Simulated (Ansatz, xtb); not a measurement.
Two conformers of CFOS2

Structure I is `O=C(F)S[S]`, a doublet and structure II is `O=C(F)S[S]`, a doublet. Both are isolated molecules in the gas phase, relaxed with BLYP-D3(BJ)/def2-SVP.

I (Å):

```
atom    x (Å)    y (Å)    z (Å)
   C  -2.4379   0.2747  -0.6539
   F  -1.5265   0.1032  -1.6307
   O  -3.3869  -0.4314  -0.4869
   S  -2.0894   1.7321   0.4362
   S  -0.4103   2.6197  -0.2076
```

II (Å):

```xyz
5

C    -3.4851    1.4632    0.7629
F    -3.6703    0.1155    0.7478
O    -3.2603    2.1204   -0.2013
S    -3.6557    2.0014    2.5357
S    -3.3734    3.9824    2.4824
```

Energies in hartree; the thermal terms are from BLYP-D3(BJ)/def2-SVP harmonic frequencies (ideal gas, rigid rotor, one conformer each, 298.15 K, 1 atm) and include the zero-point energy:

```
                               I            II
E, CCSD(T)/def2-SVP  −1007.564486  −1007.566161
    E, MP2/def2-SVP  −1007.509847  −1007.511756
  E, MP2/def2-TZVPP  −1008.277153  −1008.278814
  zero-point energy      0.012966      0.012955
       H(298 K) − E      0.019317      0.019305
       G(298 K) − E     −0.017944     −0.017895
```

Problem. Correct the CCSD(T) difference for the basis set by the MP2 change, then work out ΔE, ΔE₀, ΔH and ΔG for I → II in kJ/mol (1 Eh = 2625.50 kJ/mol) and the equilibrium ratio [II]/[I].

Solution. 1. Differences II − I: CCSD(T) −0.001675, MP2 in the small set −0.001909, MP2 in the large set −0.001661 Eh.
2. ΔE = −0.001675 + (−0.001661 − (−0.001909)) = −0.001427 Eh = −3.75 kJ/mol.
3. ΔE₀ = ΔE + ΔZPE = −0.001427 + (−0.000011) Eh = −3.78 kJ/mol.
4. ΔH = ΔE + (−0.000012) Eh = −3.78 kJ/mol.
5. ΔG = ΔE + (+0.000049) Eh = −3.62 kJ/mol, so ΔS = (ΔH − ΔG)/T = −0.5 J/(mol K).
6. kT = 0.9442 mEh, so K = [II]/[I] = exp(−ΔG/kT) = exp(+1.46) ≈ 4.3.

The two are too close for this level to say which is favoured. An error of 4 kJ/mol in ΔG would change K by a factor of 5. Mirror images and further conformers aren't counted.

Other levels gave ΔE = −2.1 (BLYP-D3(BJ)/def2-SVP); −3.8 (HF/def2-SVP); −5.0 (MP2/def2-SVP); −4.4 (CCSD(T)/def2-SVP) kJ/mol. Open shells are spin-unrestricted. The correlated steps freeze 13 core orbitals. Programs: Ansatz 0.2.0.
